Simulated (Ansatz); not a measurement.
Voigt–Reuss–Hill shear modulus (GPa) of solids drawn from the class of oxides, at two levels: PBE (Ansatz, a quantum-chemistry and plane-wave program, plane waves, PAW), and HSE06 (Ansatz, plane waves, PAW).

| solid | PBE | HSE06 |
|---|---|---|
| cubic perovskite BaZrO3 | 91.8 | 102 |
| rock-salt SrO | 55.2 | 59.2 |
| cubic perovskite KTaO3 | 122 | 137 |
| cubic perovskite BaHfO3 | 99.0 | 109 |
| stishovite (SiO2) | 200 | 228 |
| rock-salt MgO | 117 | 133 |
| rutile TiO2 | 109 | 126 |
| anatase TiO2 (metastable phase) | 55.7 | 64.7 |
| rock-salt BaO | 35.2 | ? |
| rock-salt CaO | 74.1 | 80.4 |

Problem. Estimate the withheld HSE06 value from the other rows.

Solution. One way: carry over the typical ratio. The ratios HSE06 / PBE of the other rows, in order: 1.072, 1.085, 1.101, 1.111, 1.123, 1.137, 1.140, 1.156, 1.162; median 1.123. Rock-salt BaO: 35.2 × 1.123 = 39.5 GPa; the run gives 37.5 GPa. The ratios spread from 1.072 to 1.162, so such an estimate is rough. Rock-salt BaO lies outside that spread.

Over all 10 rows HSE06 is the larger in 10.

Ansatz's runs of these crystals have no spin polarisation.

Spin–orbit coupling is left out, also for the solids with elements from indium on (cubic perovskite BaZrO3, cubic perovskite KTaO3, cubic perovskite BaHfO3, rock-salt BaO); its size isn't shown.

Each level is taken at its own relaxed cell. Ansatz's density-functional and Hartree–Fock values are scalar-relativistic unless marked +SOC, with PAW data made under PBE.
